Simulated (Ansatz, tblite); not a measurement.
# [V(H2O)6]2+ (VH₁₂O₆ (+2)): one state, many levels

One table from this session's results is given with a row withheld; the runs are named, their logs left out.

Method: as each input shows; program: Ansatz 0.2.0, Gaussian basis.

The runs, in order: GFN1-xTB, GFN2-xTB, PBE-D4/def2-TZVP, r2SCAN-D4/def2-TZVP, BHLYP-D4/def2-TZVP, HSE06-D4/def2-TZVP, PBE-D4/def2-SVP, PBE0-D4/def2-SVP, HF/STO-3G, HF/6-31G, B3LYP-D4/6-31G, MP2/def2-TZVP, RPA/def2-TZVP.

2 further runs of the same task are left out: 2 set aside as unsound or not needed.

## The geometry

The quartet was relaxed beforehand with PBE-D4/def2-SVP.

19 atoms, charge 2, spin multiplicity 4.

Bond lengths: V1–O2 2.134 Å, V1–O5 2.134 Å, V1–O8 2.134 Å, V1–O11 2.134 Å, V1–O14 2.135 Å, V1–O17 2.135 Å, O2–H3 0.978 Å, O2–H4 0.977 Å, O5–H6 0.978 Å, O5–H7 0.977 Å, O8–H9 0.977 Å, O8–H10 0.978 Å, O11–H12 0.978 Å, O11–H13 0.978 Å, O14–H15 0.978 Å, O14–H16 0.978 Å, O17–H18 0.978 Å, O17–H19 0.978 Å. Angles: O2–V1–O5 179.8°, O2–V1–O8 91.0°, O2–V1–O11 89.2°, O2–V1–O14 87.9°, O2–V1–O17 92.0°, O5–V1–O8 88.9°, O5–V1–O11 90.9°, O5–V1–O14 92.2°, O5–V1–O17 87.9°, O8–V1–O11 179.8°, O8–V1–O14 90.7°, O8–V1–O17 89.6°, O11–V1–O14 89.3°, O11–V1–O17 90.4°, O14–V1–O17 179.7°, V1–O2–H3 125.1°, V1–O2–H4 128.4°, H3–O2–H4 106.4° and more.

Formally the metal is d3. No spin-orbit coupling is included. The ion is computed in the gas phase, without counter-ions or solvent.

PBE0-D4/def2-TZVP was run before; its log isn't repeated, and its numbers join the tables.

Set-up of the first run:

Tight binding, by tblite at 300 K electronic temperature and without a spin-polarisation term:

```python
tblite.interface.Calculator('GFN1-xTB', numbers, positions, charge=2, uhf=3).singlepoint()
```

Tight binding, by tblite at 300 K electronic temperature and without a spin-polarisation term:

```python
tblite.interface.Calculator('GFN2-xTB', numbers, positions, charge=2, uhf=3).singlepoint()
```

start.molden holds the orbitals of an earlier run on this state, given as this run's starting guess.

in.yaml reads:

```yaml
crystal:
  periodic: [false, false, false]
  atoms:
    - {symbol: V, position_ang: [0.001356, 0.001387, 0.000126]}
    - {symbol: O, position_ang: [0.010673, 0.228430, 2.122201]}
    - {symbol: H, position_ang: [-0.018192, 1.083000, 2.596508]}
    - {symbol: H, position_ang: [0.099621, -0.464407, 2.805919]}
    - {symbol: O, position_ang: [-0.003849, -0.230400, -2.121626]}
    - {symbol: H, position_ang: [0.033202, -1.087232, -2.591286]}
    - {symbol: H, position_ang: [-0.089680, 0.458532, -2.809701]}
    - {symbol: O, position_ang: [2.128815, 0.150490, -0.061165]}
    - {symbol: H, position_ang: [2.738999, 0.294918, 0.688603]}
    - {symbol: H, position_ang: [2.682792, 0.117439, -0.866039]}
    - {symbol: O, position_ang: [-2.126687, -0.150790, 0.055554]}
    - {symbol: H, position_ang: [-2.685179, -0.122672, 0.857490]}
    - {symbol: H, position_ang: [-2.733196, -0.286010, -0.699063]}
    - {symbol: O, position_ang: [-0.178640, 2.123662, -0.147044]}
    - {symbol: H, position_ang: [-1.014349, 2.624220, -0.231102]}
    - {symbol: H, position_ang: [0.543459, 2.771360, -0.268637]}
    - {symbol: O, position_ang: [0.170339, -2.121342, 0.151742]}
    - {symbol: H, position_ang: [-0.559539, -2.759899, 0.275715]}
    - {symbol: H, position_ang: [1.000065, -2.630677, 0.241813]}
basis:
  gaussian: {orbitals: def2-TZVP, initial_orbitals: start.molden}
total_charge: 2
magnetization: {spin_polarized: true, initial_magnetization: 3}
hamiltonian: {xc: pbe, dispersion: d4}
scf: {omitted_lower_state_checks: [starts]}
output: {forces: true, orbitals: {seedname: orbitals}}
```

Run with:

```console
> ansatz run in.yaml --threads 4 --pin off --events-out ev --progress --plain --max-ram 9574MiB
```

Among the steps run: PBE-D4/def2-TZVP; r2SCAN-D4/def2-TZVP; BHLYP-D4/def2-TZVP; HSE06-D4/def2-TZVP; PBE-D4/def2-SVP; PBE0-D4/def2-SVP; HF/STO-3G; HF/6-31G; B3LYP-D4/6-31G; MP2/def2-TZVP; RPA/def2-TZVP.

One table of the session follows, with a row left open; its other results are not shown here.

It belongs to the step «Levels side by side». 

```
              level  HOMO (eV)  LUMO (eV)  gap (eV)
          HF/STO-3G          ?          ?         ?
           HF/6-31G     -17.95      -5.04     12.91
    PBE-D4/def2-SVP     -11.06      -8.83      2.23
   PBE-D4/def2-TZVP     -11.45      -9.26      2.19
r2SCAN-D4/def2-TZVP     -11.93      -8.56      3.37
     B3LYP-D4/6-31G     -11.80      -8.13      3.67
   PBE0-D4/def2-SVP     -13.30      -7.78      5.52
  PBE0-D4/def2-TZVP     -13.56      -7.98      5.58
 HSE06-D4/def2-TZVP     -13.15      -8.34      4.80
 BHLYP-D4/def2-TZVP     -15.55      -7.33      8.21
```

Estimate the missing values for HF/STO-3G.

The run gave: HOMO (eV): -13.21; LUMO (eV): 1.77; gap (eV): 14.98. In the column «HOMO (eV)» it lies between PBE0-D4/def2-SVP (-13.30) and HSE06-D4/def2-TZVP (-13.15).
